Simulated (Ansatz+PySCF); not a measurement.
The numbers below are computed, except where a source is named.
**Several solutions for singlet H₂O₂ in separate pieces**

```xyz
4

O     0.0000    0.0000   -0.1085
H     0.0000    0.0000    0.8679
O    29.9996   -0.1059   -0.0237
H    30.0032    0.8471    0.1892
```

Basis set: STO-3G (spherical functions). Charge 0, multiplicity 1.

UHF was run from several starts with Ansatz (development build ahead of 0.2.0) and PySCF 2.14.0.

| run | program | start | converged | energy (hartree) | <S²> |
| --- | --- | --- | --- | --- | --- |
| A | PySCF | guess minao, instabilities followed | yes | -148.72658 | 1.01 |
| B | PySCF | guess 1e, instabilities followed | yes | -148.72658 | 1.01 |
| C | Ansatz | stability test followed | yes | -148.72658 | 1.01 |
| D | Ansatz | atomic start, no search | yes | -148.72658 | 1.01 |
| E | PySCF | program defaults | no | – | – |
| F | Ansatz | search for the lowest state | yes | -148.72658 | 1.01 |
| G | PySCF | guess huckel, instabilities followed | yes | -148.72658 | 1.01 |
| H | PySCF | guess atom, instabilities followed | yes | -148.72658 | 1.01 |

Task: Which runs reached the lowest solution of this kind, and what is wrong with the others?

Result: A, B, C, D, F, G, H reached the lowest solution found. Not converged: E. Caution: the unrestricted determinant is a mixture of spin states.
